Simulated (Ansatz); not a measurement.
**AlClH3 with multiplicity 2: a nudged elastic band in two tries**

Wanted: a band of images between two relaxed ends, and a check that the input is sound.

All numbers below are computed with Ansatz 0.2.0 (UKS LDA/def2-SVP).

## Step 1: The structure to begin with

Bond lengths: Al1–Cl2 2.102 Å, Al1–H3 1.594 Å, Al1–H4 1.594 Å. Angles: Cl2–Al1–H3 117.0°, Cl2–Al1–H4 117.0°, H3–Al1–H4 125.9°.

Structure file:

```xyz
5

Al   -0.0008    0.0003   -0.0514
Cl   -0.0054    0.0040    2.0510
H     1.4205   -0.0010   -0.7728
H    -1.4191   -0.0010   -0.7788
H     0.0048   -0.0023    4.6221
```

## Step 2: The run

input.yaml

```yaml
crystal:
  periodic: [false, false, false]
  atoms:
    - { symbol: Al, position_ang: [-0.000803, 0.000314, -0.051449] }
    - { symbol: Cl, position_ang: [-0.005427, 0.003972, 2.050983] }
    - { symbol: H, position_ang: [1.42052, -0.001012, -0.772837] }
    - { symbol: H, position_ang: [-1.41911, -0.001013, -0.778774] }
    - { symbol: H, position_ang: [0.004819, -0.002259, 4.622077] }
magnetization:
  spin_polarized: true
  initial_magnetization: 1
basis:
  gaussian: { orbitals: def2-SVP }
hamiltonian:
  xc: lda
neb:
  order_check: false
  images: 0
  f_tol: 0.05
  max_iterations: 8
  climbing: false
  final_atoms:
    - { symbol: Al, position_ang: [0.00021877, -0.00020927, -0.14942296] }
    - { symbol: Cl, position_ang: [-0.00036198, 0.00034681, 2.93619993] }
    - { symbol: H, position_ang: [1.38843094, -0.00036073, -0.98964768] }
    - { symbol: H, position_ang: [-1.38767701, -0.00036075, -0.99017018] }
    - { symbol: H, position_ang: [-0.00061171, 0.00058593, 4.26304089] }
  initial_path:
    images:
      - { positions_ang: [[-0.000803, 0.000314, -0.051449], [-0.005427, 0.003972, 2.050983], [1.42052, -0.001012, -0.772837], [-1.41911, -0.001013, -0.778774], [0.004819, -0.002259, 4.622077]] }
      - { positions_ang: [[-0.00054271, 0.00019515, -0.03674928], [-0.00392119, 0.00287954, 2.17355928], [1.40071178, -0.00077443, -0.77484237], [-1.39959535, -0.00077526, -0.77916547], [0.00334647, -0.001523, 4.48719785]] }
      - { positions_ang: [[-0.00028242, 7.63e-05, -0.02204957], [-0.00241537, 0.00178709, 2.29613556], [1.38090357, -0.00053686, -0.77684774], [-1.38008071, -0.00053753, -0.77955695], [0.00187393, -0.000787, 4.35231869]] }
      - { positions_ang: [[-2.213e-05, -4.255e-05, -0.00734985], [-0.00090956, 0.00069463, 2.41871184], [1.36109535, -0.00029929, -0.77885312], [-1.36056606, -0.00029979, -0.77994842], [0.0004014, -5.1e-05, 4.21743954]] }
      - { positions_ang: [[0.00012384, -0.0001173, -0.02134613], [-0.00018598, 0.00017675, 2.54517141], [1.3565112, -0.00020626, -0.80982607], [-1.35607564, -0.00020661, -0.81014788], [-0.00037442, 0.00035542, 4.16614867]] }
      - { positions_ang: [[0.00015548, -0.00014795, -0.06403841], [-0.00024465, 0.00023344, 2.67551425], [1.36715111, -0.00025775, -0.86976661], [-1.36660943, -0.00025799, -0.87015531], [-0.00045352, 0.00043226, 4.19844608]] }
      - { positions_ang: [[0.00018713, -0.00017861, -0.10673068], [-0.00030332, 0.00029012, 2.80585709], [1.37779103, -0.00030924, -0.92970714], [-1.37714322, -0.00030937, -0.93016275], [-0.00053262, 0.00050909, 4.23074348]] }
      - { positions_ang: [[0.00021877, -0.00020927, -0.14942296], [-0.00036198, 0.00034681, 2.93619993], [1.38843094, -0.00036073, -0.98964768], [-1.38767701, -0.00036075, -0.99017018], [-0.00061171, 0.00058593, 4.26304089]] }
```

Started as:

```console
> ansatz run input.yaml --threads 1 --pin off --max-ram 2048MiB --backend cpu --events-out ev --progress --plain --runs-dir out
```

Before running it: what results should come out? Wanted: first try.

**Answer**, as computed:

| quantity | value |
| --- | --- |
| first try | refused |
| cause | the band is given no inner image |

What this shows: The fault in the first input was caught at the input check and cost nothing.
